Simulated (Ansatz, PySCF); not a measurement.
This PySCF input computes a SVWN5/def2-TZVPD energy:

```python
from pyscf import gto, scf, dft

mol = gto.M(
    atom='''
    C    -0.16236090   -1.63160929    0.00472890
    C     0.56869988   -0.51929546   -0.00222610
    C    -0.00500061    0.78581138   -0.00177715
    H    -1.24346061   -1.60018079    0.01115878
    H     0.31248639   -2.60293919    0.00410686
    H     1.65159121   -0.55725999   -0.00865172
    N    -0.44694960    1.85013432   -0.00156684
    ''',
    basis='def2-tzvpd',
    charge=0,
    spin=0,
    verbose=4,
)

mf = dft.RKS(mol, xc='svwn').density_fit(auxbasis='def2-universal-jkfit')
mf.grids.level = 3
mf.conv_tol = 1e-9
mf.max_cycle = 100
mf.max_memory = 1500
mf.kernel()
if not mf.converged:
    mf = mf.newton()
    mf.kernel(mf.make_rdm1())
mf.analyze()
```

Problem. Write an input for the same energy in Ansatz (an electronic-structure program) and say what it gives.

Solution. 
Ansatz 0.2 input:
```yaml
crystal:
  periodic: [false, false, false]
  atoms:
    - {symbol: C, position_ang: [-0.16236090, -1.63160929, 0.00472890]}
    - {symbol: C, position_ang: [0.56869988, -0.51929546, -0.00222610]}
    - {symbol: C, position_ang: [-0.00500061, 0.78581138, -0.00177715]}
    - {symbol: H, position_ang: [-1.24346061, -1.60018079, 0.01115878]}
    - {symbol: H, position_ang: [0.31248639, -2.60293919, 0.00410686]}
    - {symbol: H, position_ang: [1.65159121, -0.55725999, -0.00865172]}
    - {symbol: N, position_ang: [-0.44694960, 1.85013432, -0.00156684]}
basis:
  gaussian:
    orbitals: def2-TZVPD
hamiltonian:
  xc: {name: SVWN5}
output: {forces: true}
```
It gives -169.37143 Eh, and PySCF -169.37149 Eh, a difference of 0.06 mEh, from the treatment of integrals and grids.
